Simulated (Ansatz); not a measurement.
## How far each method lies from UCCSDT(Q) for CHBS, triplet

Geometry: a point of a stretch scan, not a stationary point.

```
atom   x (Å)    y (Å)    z (Å)
   B  0.0000  -0.9376   0.8071
   C  0.0000   0.4596   1.0284
   S  0.0000   0.1048  -0.7020
   H  0.0000   1.2461   1.4209
```

Basis cc-pVDZ; Ansatz 0.2.0. Only valence electrons are correlated (noble-gas cores frozen), which leaves 14 electrons in 44 orbitals. Prefix R: restricted or restricted open-shell reference; prefix U: unrestricted. Active spaces: pair = (4e, 4o) about the gap.

Full CI isn't at hand for all of this; UCCSDT(Q) serves as the reference, and is uncertain by about the last step of the cluster series. The frozen core follows each run's orbitals, which can shift R against U totals by a few meV.

For open shells CISD is restricted-active-space CI with the open shells as a complete middle space.

* UHF ⟨S²⟩: 2.027
* T1 diagnostic (RCCSD): 0.0264
* largest doubles amplitude (RCCSD): 0.043
* T1 diagnostic (UCCSD): 0.0243

```json
{"level": "RHF", "E − E(UCCSDT(Q)) (kJ/mol)": "922.2", "share of correlation (%)": "0.00", "wall time": "–"}
{"level": "UHF", "E − E(UCCSDT(Q)) (kJ/mol)": "903.2", "share of correlation (%)": "2.06", "wall time": "–"}
{"level": "RMP2", "E − E(UCCSDT(Q)) (kJ/mol)": "104.6", "share of correlation (%)": "88.66", "wall time": "–"}
{"level": "UMP2", "E − E(UCCSDT(Q)) (kJ/mol)": "114.0", "share of correlation (%)": "87.63", "wall time": "–"}
{"level": "CISD", "E − E(UCCSDT(Q)) (kJ/mol)": "130.4", "share of correlation (%)": "85.86", "wall time": "9.5 s"}
{"level": "RCCSD", "E − E(UCCSDT(Q)) (kJ/mol)": "44.8", "share of correlation (%)": "95.15", "wall time": "–"}
{"level": "UCCSD", "E − E(UCCSDT(Q)) (kJ/mol)": "43.7", "share of correlation (%)": "95.26", "wall time": "–"}
{"level": "RCCSD(T)", "E − E(UCCSDT(Q)) (kJ/mol)": "5.8", "share of correlation (%)": "99.37", "wall time": "7 s"}
{"level": "UCCSD(T)", "E − E(UCCSDT(Q)) (kJ/mol)": "6.1", "share of correlation (%)": "99.34", "wall time": "7 s"}
{"level": "BCCD(T)", "E − E(UCCSDT(Q)) (kJ/mol)": "5.7", "share of correlation (%)": "99.38", "wall time": "2.4 s"}
{"level": "RCCSDT", "E − E(UCCSDT(Q)) (kJ/mol)": "3.4", "share of correlation (%)": "99.63", "wall time": "–"}
{"level": "UCCSDT", "E − E(UCCSDT(Q)) (kJ/mol)": "3.3", "share of correlation (%)": "99.65", "wall time": "–"}
{"level": "RCCSDT(Q)", "E − E(UCCSDT(Q)) (kJ/mol)": "0.2", "share of correlation (%)": "99.97", "wall time": "69 s"}
{"level": "CASSCF (pair space)", "E − E(UCCSDT(Q)) (kJ/mol)": "882.8", "share of correlation (%)": "4.27", "wall time": "–"}
{"level": "NEVPT2 (pair space)", "E − E(UCCSDT(Q)) (kJ/mol)": "109.3", "share of correlation (%)": "88.14", "wall time": "1.4 s"}
{"level": "MRCISD (pair space)", "E − E(UCCSDT(Q)) (kJ/mol)": "125.5", "share of correlation (%)": "86.39", "wall time": "–"}
{"level": "MRCISD+Q (pair space)", "E − E(UCCSDT(Q)) (kJ/mol)": "28.8", "share of correlation (%)": "96.88", "wall time": "1.9 s"}
```

The correlation energy at UCCSDT(Q), counted from RHF, is -9.558 eV. That run took 60 s on 1 thread of Arm Neoverse V1, shared host.

Times hold each run's SCF and search for its determinant on a shared host, so for small cases they say little of a method's own cost; they ran on 1 thread of Arm Neoverse V1.
